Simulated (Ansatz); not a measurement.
```yaml
crystal:
  periodic: [false, false, false]
  atoms:
    - {symbol: N, position_ang: [0.000000, 0.000000, -1.657364]}
    - {symbol: Ge, position_ang: [0.000000, 0.000000, 0.041230]}
    - {symbol: O, position_ang: [0.000000, 0.000000, 1.616134]}
basis:
  gaussian: {orbitals: def2-TZVP}
magnetization: {spin_polarized: true, initial_magnetization: 1}
hamiltonian: {xc: pbe0}
relax: {f_tol: 0.004, max_steps: 80}
```

```sh
$ ansatz run in.yaml --threads 1 --pin off --events-out ev --progress --plain --max-ram 2176MiB
```

Steps of the relaxation (energy above the last step; positions in Å, forces in eV/Å):

```
3
step 1, 60.9 meV
N     0.000    0.000   -1.657    0.000    0.000   -0.955
Ge    0.000    0.000    0.041    0.000    0.000   -1.400
O     0.000    0.000    1.616    0.000    0.000    2.355
```

```
3
step 2, 10.0 meV
N     0.000    0.000   -1.676    0.000    0.000   -0.423
Ge    0.000    0.000    0.038    0.000    0.000   -0.453
O     0.000    0.000    1.638    0.000    0.000    0.876
```

```
3
step 3, 0.0 meV
N     0.000    0.000   -1.689    0.000    0.000   -0.027
Ge    0.000    0.000    0.037    0.000    0.000   -0.031
O     0.000    0.000    1.653    0.000    0.000    0.058
```

```
3
step 4, 0.0 meV
N     0.000    0.000   -1.690    0.000    0.000    0.000
Ge    0.000    0.000    0.037    0.000    0.000    0.000
O     0.000    0.000    1.654    0.000    0.000    0.000
```

Close pairs at the end: Ge2–O3 1.617 Å, N1–Ge2 1.727 Å.

A stationary point of unrestricted PBE0 after 4 steps, with ⟨S²⟩ = 0.762 against 0.75 for a pure state; no frequencies were run, so it isn't proven a minimum. 11 s on 1 thread of AMD EPYC 9R45, shared host.
